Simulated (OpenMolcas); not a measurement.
**BNH4O (SMILES NBO): a chain of runs**

We compute a series of 16 runs (HF/ANO-S-MB, CASSCF(4,4)/ANO-S-VDZ, PC-NEVPT2(4,4)/ANO-S-VDZ, RASPT2(4,4)/ANO-S-VDZ, MC-PDFT[trevPBE](4,4)/ANO-S-VDZ, CASPT2(4,4)/ANO-S-VDZ, MC-PDFT[tPBE](4,4)/ANO-S-VDZ, CASPT2[IPEA 0](4,4)/ANO-S-VDZ, and more) of BH4NO. 

Program for the calculation: OpenMolcas 26.06.

1 further run of the same task is left out (it didn't finish).

## Step 1: The structure to begin with

BNH4O: 7 atoms, total charge 0, spin state singlet. SMILES: `NBO`. The shape is that of a GFN2-xTB optimisation. This is one conformer, not always the lowest.

Bond lengths: N1–B2 1.393 Å, B2–O3 1.361 Å, N1–H4 1.005 Å, N1–H5 1.002 Å, B2–H6 1.180 Å, O3–H7 0.954 Å. Angles: N1–B2–O3 117.4°, N1–B2–H6 119.6°, O3–B2–H6 123.0°, B2–N1–H4 121.8°, B2–N1–H5 124.4°, B2–O3–H7 115.0°, H4–N1–H5 113.8°.

## Step 2: A single-point energy at HF/ANO-S-MB (run 1)

step1.inp

```
* BH4NO Hartree-Fock

&gateway
 xbas
 N.ANO-S-MB
 B.ANO-S-MB
 O.ANO-S-MB
 H.ANO-S-MB
 End of Basis
 zmat
 N1
 B2 1 1.393387
 O3 2 1.360689 1 117.38503
 H4 1 1.004775 2 121.79578 3 -0.07905
 H5 1 1.002478 4 113.84636 2 179.8178
 H6 2 1.179801 3 123.03428 1 179.94593
 H7 3 0.954034 2 114.97931 6 0.02927
 End of ZMAT

&seward

&scf
 prorbitals=1 2
```

On the command line:

```
export MOLCAS_MEM=1860
pymolcas step1.inp > step1.log
```

Standard output:

```text
--- Start Module: gateway ---
[...]
--- Stop Module: gateway /rc=_RC_ALL_IS_WELL_ ---
--- Start Module: seward ---
[...]
      Basis functions           19
--- Stop Module: seward /rc=_RC_ALL_IS_WELL_ ---
--- Start Module: scf ---
[...]
       Convergence after  10 Iterations
[...]
::    Total SCF energy                               -156.1307373311
[...]
      Total spin, S                                     0.0000000000
[...]
      Total electronic charge=   24.000000
      Total            charge=   -0.000000
[...]
      Dipole Moment (debye):
      Origin of the operator (angstrom)=    0.4329    0.0000    1.1439
                   X= -3.2123E-01               Y=  3.8900E-03               Z= -1.7560E-01           Total=  3.6611E-01
      Quadrupole Moment (debye*angstrom):
[...]
--- Stop Module: scf /rc=_RC_ALL_IS_WELL_ ---
[...]
```

Run time: 1.8 s. Hardware: 1 thread of Arm Neoverse V1, shared host; peak memory 0.37 GiB.

## Step 3: The energy at CASSCF(4,4)/ANO-S-VDZ (run 2)

step2.input

```
&gateway
  xbas
  N.ANO-S-MB
  B.ANO-S-MB
  O.ANO-S-MB
  H.ANO-S-MB
  End of Basis
  zmat
  N1
  B2 1 1.393387
  O3 2 1.360689 1 117.38503
  H4 1 1.004775 2 121.79578 3 -0.07905
  H5 1 1.002478 4 113.84636 2 179.8178
  H6 2 1.179801 3 123.03428 1 179.94593
  H7 3 0.954034 2 114.97931 6 0.02927
  End of ZMAT

&seward

&rasscf
  fileorb=$CurrDir/step1.ScfOrb
  spin=1
  nactel=4 0 0
  inactive=10
  ras2=4
  orblisting=Nothing
>>> COPY $Project.RunFile RUNFIL1
>>> COPY $Project.RasOrb INPORB

&gateway
  xbas
  N.ANO-S-VDZ
  B.ANO-S-VDZ
  O.ANO-S-VDZ
  H.ANO-S-VDZ
  End of Basis
  zmat
  N1
  B2 1 1.393387
  O3 2 1.360689 1 117.38503
  H4 1 1.004775 2 121.79578 3 -0.07905
  H5 1 1.002478 4 113.84636 2 179.8178
  H6 2 1.179801 3 123.03428 1 179.94593
  H7 3 0.954034 2 114.97931 6 0.02927
  End of ZMAT

&seward
>>> COPY $Project.RunFile RUNFIL2

&expbas

&rasscf
  fileorb=$Project.ExpOrb
  spin=1
  nactel=4 0 0
  inactive=10
  ras2=4
  orblisting=NoCore
```

On the command line:

```
export MOLCAS_MEM=1860
pymolcas step2.input > step2.log
```

Standard output:

```text
--- Start Module: gateway ---
[...]
--- Stop Module: gateway /rc=_RC_ALL_IS_WELL_ ---
[...]
      Basis functions           19
[...]
      Number of active orbitals                  4
[...]
      Spin quantum number                      0.0
[...]
      Active orbitals                            4
[...]
      Number of CSFs                            20
[...]
      Number of root(s) required                 1
[...]
      Convergence after 20 iterations
[...]
      printout of CI-coefficients larger than  0.05 for root  1
      energy=    -156.156886
      conf/sym  1111     Coeff  Weight
             1  2200  -0.99135 0.98278
             6  2020   0.06952 0.00483
            10  udud   0.05856 0.00343
            14  0202   0.06264 0.00392
            15  uudd   0.06494 0.00422
      Natural orbitals and occupation numbers for root  1
      sym 1:   1.983747   1.981246   0.018399   0.016608
      ************************************************************************************************************************
      *                                                    Final results                                                     *
[...]
::    RASSCF root number  1 Total energy:   -156.15688553
[...]
      Basis functions           35
[...]
--- Start Module: expbas ---
[...]
--- Stop Module: expbas /rc=_RC_ALL_IS_WELL_ ---
--- Start Module: rasscf ---
[...]
      Convergence after 18 iterations
[...]
      Natural orbitals and occupation numbers for root  1
      sym 1:   1.980094   1.975180   0.024637   0.020090
      ************************************************************************************************************************
      *                                                    Final results                                                     *
[...]
::    RASSCF root number  1 Total energy:   -156.41131732
[...]
      Total electronic charge=   24.000000
      Total            charge=   -0.000000
[...]
      Dipole Moment (debye):
      Origin of the operator (angstrom)=    0.4329    0.0000    1.1439
                   X= -9.8697E-01               Y=  3.8267E-03               Z=  2.9022E-01           Total=  1.0288E+00
      Quadrupole Moment (debye*angstrom):
[...]
--- Stop Module: rasscf /rc=_RC_ALL_IS_WELL_ ---
[...]
```

Run time: 4.5 s. Hardware: 1 thread of Arm Neoverse V1, shared host; peak memory 0.37 GiB.

Runs 3 to 12 aren't shown in full; the table further down has their settings and results.

## Step 4: The energy at MRACPF(4,4)/ANO-S-VDZ (run 13)

step13.inp

```
&gateway
 xbas
 N.ANO-S-VDZ
 B.ANO-S-VDZ
 O.ANO-S-VDZ
 H.ANO-S-VDZ
 End of Basis
 zmat
 N1
 B2 1 1.393387
 O3 2 1.360689 1 117.38503
 H4 1 1.004775 2 121.79578 3 -0.07905
 H5 1 1.002478 4 113.84636 2 179.8178
 H6 2 1.179801 3 123.03428 1 179.94593
 H7 3 0.954034 2 114.97931 6 0.02927
 End of ZMAT

&seward

&rasscf
 fileorb=$CurrDir/step2.RasOrb
 spin=1
 nactel=4 0 0
 inactive=10
 ras2=4
 orblisting=NoCore

&motra
 lumorb
 frozen=3

&guga
 electrons=18
 spin=1
 inactive=7
 active=4
 ciall=1

&mrci
 acpf
```

On the command line:

```
export MOLCAS_MEM=1860
pymolcas step13.inp > step13.log
```

Standard output:

```text
--- Start Module: gateway ---
[...]
--- Stop Module: gateway /rc=_RC_ALL_IS_WELL_ ---
[...]
      Basis functions           35
[...]
      Number of active orbitals                  4
[...]
      Spin quantum number                      0.0
[...]
      Active orbitals                            4
[...]
      Number of CSFs                            20
[...]
      Number of root(s) required                 1
[...]
      Convergence after  4 iterations
[...]
      printout of CI-coefficients larger than  0.05 for root  1
      energy=    -156.411317
      conf/sym  1111     Coeff  Weight
             1  2200  -0.98886 0.97784
             6  2020   0.08606 0.00741
            10  udud   0.06724 0.00452
            14  0202   0.07125 0.00508
            15  uudd   0.06837 0.00467
      Natural orbitals and occupation numbers for root  1
      sym 1:   1.980094   1.975180   0.024637   0.020089
      ************************************************************************************************************************
      *                                                    Final results                                                     *
[...]
::    RASSCF root number  1 Total energy:   -156.41131732
[...]
      Dipole Moment (debye):
      Origin of the operator (angstrom)=    0.4329    0.0000    1.1439
                   X= -9.8700E-01               Y=  3.8270E-03               Z=  2.9020E-01           Total=  1.0288E+00
      Quadrupole Moment (debye*angstrom):
[...]
      *** WARNING: Default frozen orbitals is overwritten by user input.
      *** Default values:   3
[...]
--- Start Module: guga ---
[...]
--- Stop Module: guga /rc=_RC_ALL_IS_WELL_ ---
--- Start Module: mrci ---
[...]
       USE THE DEFAULT ACPF G-VALUE GFAC=  0.11111111111111110
[...]
    MR ACPF CALCULATION.
[...]
            REFERENCE CI ENERGY:  -156.41131732
[...]
        ACPF CORRELATION ENERGY:    -0.24227505
                    ACPF ENERGY:  -156.65359237
[...]
      Total electronic charge=   24.000000
      Total            charge=    0.000000
[...]
  ACPF State   1     Total energy:   -156.65359237
[...]
--- Stop Module: mrci /rc=_RC_ALL_IS_WELL_ ---
[...]
```

Run time: 18 s. Hardware: 1 thread of Arm Neoverse V1, shared host; peak memory 0.37 GiB.

Runs 14 to 15 aren't shown in full; the table further down has their settings and results.

## Step 5: An optimisation with harmonic vibrations at CASSCF(4,4)/ANO-S-VDZ (run 16)

step16.input

```
&gateway
  xbas
  N.ANO-S-VDZ
  B.ANO-S-VDZ
  O.ANO-S-VDZ
  H.ANO-S-VDZ
  End of Basis
  zmat
  N1
  B2 1 1.393387
  O3 2 1.360689 1 117.38503
  H4 1 1.004775 2 121.79578 3 -0.07905
  H5 1 1.002478 4 113.84636 2 179.8178
  H6 2 1.179801 3 123.03428 1 179.94593
  H7 3 0.954034 2 114.97931 6 0.02927
  End of ZMAT
>>> COPY $CurrDir/step2.RasOrb $Project.RasOrb
>>> EXPORT MOLCAS_MAXITER=40
>>> Do While

&seward

&rasscf
  fileorb
  $Project.RasOrb
  spin
  1
  nactel
  4 0 0
  inactive
  10
  ras2
  4
  orblisting
  Nothing

&slapaf
>>> EndDo
>>> COPY $Project.Opt.xyz $CurrDir/final.xyz
>>> COPY $Project.slapaf.h5 $CurrDir/final.slapaf.h5

&mckinley

&mclr
  thermochemistry
  1
  1.0
  298.15
  End of PT
```

On the command line:

```
export MOLCAS_MEM=1860
pymolcas step16.input > step16.log
```

Standard output:

```text
--- Start Module: gateway ---
[...]
--- Stop Module: gateway /rc=_RC_ALL_IS_WELL_ ---
[...]
      Basis functions           35
[...]
      Number of active orbitals                  4
[...]
      Spin quantum number                      0.0
[...]
      Active orbitals                            4
[...]
      Number of CSFs                            20
[...]
      Number of root(s) required                 1
[...]
      Convergence after  4 iterations
[...]
      printout of CI-coefficients larger than  0.05 for root  1
      energy=    -156.411317
      conf/sym  1111     Coeff  Weight
             1  2200  -0.98886 0.97784
             6  2020   0.08606 0.00741
            10  udud   0.06724 0.00452
            14  0202   0.07125 0.00508
            15  uudd   0.06837 0.00467
      Natural orbitals and occupation numbers for root  1
      sym 1:   1.980094   1.975180   0.024637   0.020089
      ************************************************************************************************************************
      *                                                    Final results                                                     *
[...]
::    RASSCF root number  1 Total energy:   -156.41131732
[...]
      Convergence after  4 iterations
[...]
      Natural orbitals and occupation numbers for root  1
      sym 1:   1.977633   1.974313   0.025468   0.022586
      ************************************************************************************************************************
      *                                                    Final results                                                     *
[...]
::    RASSCF root number  1 Total energy:   -156.41573586
[...]
      Total electronic charge=   24.000000
      Total            charge=   -0.000000
[...]
      Dipole Moment (debye):
      Origin of the operator (angstrom)=    0.4258    0.0000    1.1422
                   X= -1.1020E+00               Y=  1.5953E-05               Z=  1.7162E-01           Total=  1.1153E+00
      Quadrupole Moment (debye*angstrom):
[...]
--- Start Module: mclr ---
[...]
--- Stop Module: mclr /rc=_RC_ALL_IS_WELL_ ---
[...]
--- Start Module: mclr ---
[...]
     Frequency:        i1.54     i0.09      0.09      0.11      0.28      2.21
[...]
     Frequency:       426.86    543.94    626.29    810.28    948.22    994.05
[...]
        Frequency:         2771.83 cm-1
      ---------------------------------
[...]
        Frequency:         3811.45 cm-1
      ---------------------------------
[...]
        Frequency:         3951.95 cm-1
      ---------------------------------
[...]
        Frequency:         4027.31 cm-1
      ---------------------------------
[...]
```

It took 34 s on 1 thread of Arm Neoverse V1, shared host; peak memory 0.38 GiB.

## Step 6: All runs side by side

| run | level | start basis | imaginary shift | partner | energy (Eh) | dipole moment (D) of the reference | wall time |
| --- | --- | --- | --- | --- | --- | --- | --- |
| 1 | HF/ANO-S-MB | – | – | base | -156.130737 | 0.37 | 1.8 s |
| 2 | CASSCF(4,4)/ANO-S-VDZ | ANO-S-MB | – | base | -156.411317 | 1.03 | 4.5 s |
| 3 | PC-NEVPT2(4,4)/ANO-S-VDZ (pt2 variant PC-NEVPT2) | – | – | base | -156.626000 | 1.03 | 2.1 s |
| 4 | CASSCF(4,4)/ANO-S-VDZ (root 1) | – | – | base | -156.411317 | 1.03 | 2.8 s |
| 5 | RASPT2(4,4)/ANO-S-VDZ (ipea shift 0.25 Eh, pt2 variant SS) | – | – | base | -156.627278 | 1.03 | 2.2 s |
| 6 | PC-NEVPT2(4,4)/ANO-S-VDZ (pt2 variant PC-NEVPT2) | – | – | rattled | -156.617298 | 1.48 | 3.9 s |
| 7 | MC-PDFT[trevPBE](4,4)/ANO-S-VDZ | – | – | N1–H4 1.26 Å | -157.193481 | 0.92 | 4.2 s |
| 8 | CASPT2(4,4)/ANO-S-VDZ (ipea shift 0.25 Eh, pt2 variant SS) | – | – | base | -156.627289 | 1.03 | 2.1 s |
| 9 | MC-PDFT[tPBE](4,4)/ANO-S-VDZ | – | – | base | -157.078580 | 1.03 | 3.9 s |
| 10 | CASSCF(4,4)/ANO-S-VDZ (population LoProp) | – | – | base | -156.411317 | 1.03 | 2.1 s |
| 11 | CASPT2[IPEA 0](4,4)/ANO-S-VDZ (ipea shift 0 Eh, pt2 variant SS, real shift 0.2 Eh) | – | – | base | -156.626601 | 1.03 | 2.1 s |
| 12 | CASPT2(4,4)/ANO-S-VDZ (ipea shift 0.25 Eh, pt2 variant SS) | – | 0.2 | base | -156.627278 | 1.03 | 2.1 s |
| 13 | MRACPF(4,4)/ANO-S-VDZ | – | – | base | -156.653592 | 1.03 | 18 s |
| 14 | MC-PDFT[tOPBE](4,4)/ANO-S-VDZ | – | – | base | -157.186815 | 1.03 | 2.5 s |
| 15 | CASPT2[IPEA 0.15](4,4)/ANO-S-VDZ (ipea shift 0.15 Eh, pt2 variant XMS, 3 states averaged) | – | 0.2 | base | -156.630829 | 1.53 | 4.2 s |
| 16 | CASSCF(4,4)/ANO-S-VDZ | – | – | base | -156.415736 | 1.12 | 34 s |

## Step 7: Results

| quantity | value |
| --- | --- |
| run 16, CASSCF(4,4)/ANO-S-VDZ: total energy | -156.41574 Eh |
| run 16, CASSCF(4,4)/ANO-S-VDZ: dipole moment (CASSCF density) | 1.12 D |
| run 16, CASSCF(4,4)/ANO-S-VDZ: lowest harmonic wavenumber | 427 cm⁻¹ |
| run 16, CASSCF(4,4)/ANO-S-VDZ: highest harmonic wavenumber | 4027 cm⁻¹ |
| run 16, CASSCF(4,4)/ANO-S-VDZ: zero-point energy | 153.2 kJ/mol |
| run 16, CASSCF(4,4)/ANO-S-VDZ: ideal-gas entropy at 298.15 K and 1 atm (symmetry number 1 as used) | 61.6 cal/(mol K) |
| energy change with the atoms displaced | 0.237 eV |

In words: With the atoms displaced the energy rises by 0.24 eV (5.5 kcal/mol). The first shape isn't relaxed at this level, so the change isn't measured from a minimum. Over runs 1, 2, 4, 10 the dipole moment (its size) runs from 0.37 D (HF/ANO-S-MB) to 1.03 D (CASSCF(4,4)/ANO-S-VDZ). The two ends differ in method and basis. In run 1 the basis is minimal, so the values are rough. All runs together took 93 s, the longest 34 s.
